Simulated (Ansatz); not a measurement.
# SiH− (singlet): the correlation ladder at distance Si1–H2 = 2.161 Å, aug-cc-pVDZ

The task here is to estimate one member of a computed series from the others.

Method: aug-cc-pVDZ, core rule «outside noble gas», up to 5 orbitals frozen; program: Ansatz 0.2.0, Gaussian basis.

Plan: UHF; CCSD(T) on RHF; CCSD(T) on UHF; BCCD(T) on RHF; CISD; CCSDT(Q) on RHF; CCSDT(Q) on UHF; CASSCF and MRCISD+Q, 2 electrons in 2 orbitals; CASSCF and NEVPT2, 2 electrons in 2 orbitals; CASSCF and MRCISD+Q, 6 electrons in 5 orbitals; CASSCF and NEVPT4(SD), 6 electrons in 5 orbitals; CASSCF and NEVPT2, 6 electrons in 5 orbitals; Full CI.

27 further runs of the same task are left out: 8 for a known fault of the program, 13 that didn't finish, 6 set aside as unsound or not needed. Runs told in other sessions of the task aren't counted.

### What is computed

The geometry derives from a PBE0/def2-TZVPD stationary point (not a proven minimum). One bond is set to the value named and the two fragments are kept rigid.

2 atoms, charge -1, spin multiplicity 1.

Atoms are counted from 1 here; the program's logs count them from 0.

No contacts short enough for the rule that draws bonds.

Set-up of the first run:

in.yaml

```yaml
crystal:
  periodic: [false, false, false]
  atoms:
    - {symbol: Si, position_ang: [0.000000, 0.000000, 0.000000]}
    - {symbol: H, position_ang: [0.000000, 0.000000, 2.161000]}
basis:
  gaussian: {orbitals: aug-cc-pVDZ}
total_charge: -1
magnetization: {spin_polarized: true, initial_magnetization: 0}
hamiltonian: {xc: hf}
output: {orbitals: {seedname: orbitals}}
```

On the command line:

```bash
$ ansatz run in.yaml --threads 1 --pin off --events-out ev --progress --plain --max-ram 2393MiB
```

Steps of the session up to this table: UHF; CCSD(T) on RHF; CCSD(T) on UHF; BCCD(T) on RHF; CISD; CCSDT(Q) on RHF; CCSDT(Q) on UHF; CASSCF and MRCISD+Q, 2 electrons in 2 orbitals; CASSCF and NEVPT2, 2 electrons in 2 orbitals; CASSCF and MRCISD+Q, 6 electrons in 5 orbitals; CASSCF and NEVPT4(SD), 6 electrons in 5 orbitals; CASSCF and NEVPT2, 6 electrons in 5 orbitals; Full CI.

One of the session's tables, all rows but one given; the rest of the session is left out.

```
            method  from FCI (kJ/mol)
               RHF             +370.8
              RMP2             +116.8
              CISD              +57.4
             RCCSD                  ?
          RCCSD(T)              +17.3
           BCCD(T)              +17.4
            RCCSDT               +3.5
         RCCSDT(Q)               -0.6
    CASSCF valence             +265.9
    NEVPT2 valence              +80.4
NEVPT4(SD) valence              +10.9
    MRCISD valence              +20.5
  MRCISD+Q valence               -1.7
               FCI                  0
```

**Question.** Estimate the row for RCCSD.

The run gave: from FCI (kJ/mol): +33.5. In the column «from FCI (kJ/mol)» it lies between MRCISD valence (+20.5) and CISD (+57.4).

Left out of the table: CASSCF pair, NEVPT2 pair, MRCISD pair, MRCISD+Q pair (the active space lost an orbital or holds another state than full CI finds).

To keep in mind: The report flags that the cluster equations may have other roots. Left out of the table: UHF, UMP2, UCCSD, UCCSD(T), UCCSDT, UCCSDT(Q) (another determinant or state than the rows shown). The program flags RCCSDT(Q) as in doubt, so those rows may rest on another solution. RCCSDT(Q), MRCISD+Q valence fall below full CI, which methods that aren't variational can do. Warnings in the runs' records: passed over end.
